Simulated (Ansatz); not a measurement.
Lattice parameter a (Å) of solids drawn from the class of elemental solids other than molecular ones, at two levels: PBE (Ansatz, an electronic-structure program, plane waves, PAW), and PBE-D3(BJ) (PAW; Ansatz).

```tsv
solid	PBE	PBE-D3(BJ)	shift (%)
fcc Cu	3.629	3.563	-1.82
bcc Nb	3.310	3.266	-1.33
diamond	3.572	3.557	-0.42
diamond-structure Si	5.470	5.421	-0.90
fcc Ir	3.871	3.841	-0.77
bcc Ba	5.021	4.923	-1.95
bcc Rb	5.670	5.553	-2.06
bcc V	2.997	2.951	-1.53
bcc Li	3.435	3.322	-3.29
bcc Ta	3.319	3.285	-1.02
```

The shifts run from -3.29 % to -0.42 %, with a median of -1.43 %.

Of 10 rows, PBE-D3(BJ) is the larger in 0 and the smaller in 10.

Ansatz's runs of these crystals have no spin polarisation.

Spin–orbit coupling is left out, also for the solids with elements from indium on (fcc Ir, bcc Ba, bcc Ta); its size isn't shown.

Ansatz's density-functional and Hartree–Fock values are scalar-relativistic unless marked +SOC, with PAW data made under PBE.
